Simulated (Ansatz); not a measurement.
Molecule (SMILES): OO (H2O2).
Atoms: O1, O2, H3, H4. Bonds: O1-O2, O1-H3, O2-H4.

Basis-set convergence of the harmonic zero-point energy at HF with Ansatz (a program for electronic structure). Each level at its own minimum, finite differences of forces, unscaled; the reference is a large set that could be run, not a limit. Cartesian d functions, on some or all atoms, in 6-31G*, 6-31+G*; all else is spherical. The program fits the integrals of some runs and decomposes those of others, by size. No added dispersion term, no relativity. Reference: the value in aug-pcseg-2, 18.51 kcal/mol, itself unsure by roughly 0.02 kcal/mol (its mean distance from aug-cc-pVTZ, def2-TZVPPD). Deviations are taken from unrounded values.

```json
[
 {"basis": "6-31G*", "functions": "34", "harmonic zero-point energy (kcal/mol)": "18.38"},
 {"basis": "6-31+G*", "functions": "42", "harmonic zero-point energy (kcal/mol)": "18.39"},
 {"basis": "cc-pVDZ", "functions": "38", "harmonic zero-point energy (kcal/mol)": "18.33"},
 {"basis": "aug-cc-pVDZ", "functions": "64", "harmonic zero-point energy (kcal/mol)": "18.50"},
 {"basis": "def2-SVP", "functions": "38", "harmonic zero-point energy (kcal/mol)": "18.49"},
 {"basis": "def2-SVPD", "functions": "62", "harmonic zero-point energy (kcal/mol)": "18.58"},
 {"basis": "pcseg-1", "functions": "38", "harmonic zero-point energy (kcal/mol)": "18.32"},
 {"basis": "aug-pcseg-1", "functions": "64", "harmonic zero-point energy (kcal/mol)": "18.46"},
 {"basis": "6-311G**", "functions": "48", "harmonic zero-point energy (kcal/mol)": "18.55"},
 {"basis": "6-311+G**", "functions": "56", "harmonic zero-point energy (kcal/mol)": "18.53"},
 {"basis": "def2-TZVP", "functions": "74", "harmonic zero-point energy (kcal/mol)": "18.42"},
 {"basis": "def2-TZVPD", "functions": "98", "harmonic zero-point energy (kcal/mol)": "18.43"},
 {"basis": "cc-pVTZ", "functions": "88", "harmonic zero-point energy (kcal/mol)": "18.50"},
 {"basis": "aug-cc-pVTZ", "functions": "138", "harmonic zero-point energy (kcal/mol)": "18.47"},
 {"basis": "pcseg-2", "functions": "88", "harmonic zero-point energy (kcal/mol)": "18.50"},
 {"basis": "aug-pcseg-2", "functions": "138", "harmonic zero-point energy (kcal/mol)": "18.51"},
 {"basis": "def2-TZVPP", "functions": "90", "harmonic zero-point energy (kcal/mol)": "18.51"},
 {"basis": "def2-TZVPPD", "functions": "114", "harmonic zero-point energy (kcal/mol)": "18.51"}
]
```

What the diffuse functions change, pair by pair:
- 6-31G* to 6-31+G*: 8 more functions, deviation -0.13 to -0.12 kcal/mol
- cc-pVDZ to aug-cc-pVDZ: 26 more functions, deviation -0.18 to -0.01 kcal/mol
- def2-SVP to def2-SVPD: 24 more functions, deviation -0.02 to 0.07 kcal/mol
- pcseg-1 to aug-pcseg-1: 26 more functions, deviation -0.19 to -0.05 kcal/mol
- 6-311G** to 6-311+G**: 8 more functions, deviation 0.04 to 0.02 kcal/mol
- def2-TZVP to def2-TZVPD: 24 more functions, deviation -0.09 to -0.08 kcal/mol
- cc-pVTZ to aug-cc-pVTZ: 50 more functions, deviation -0.01 to -0.04 kcal/mol
- pcseg-2 to aug-pcseg-2: 50 more functions, deviation 0.00 to 0.00 kcal/mol
- def2-TZVPP to def2-TZVPPD: 24 more functions, deviation 0.00 to 0.01 kcal/mol

Leaving out the reference's own pair, they bring the value nearer the reference by more than 0.02 kcal/mol in 2 of 8 pairs.
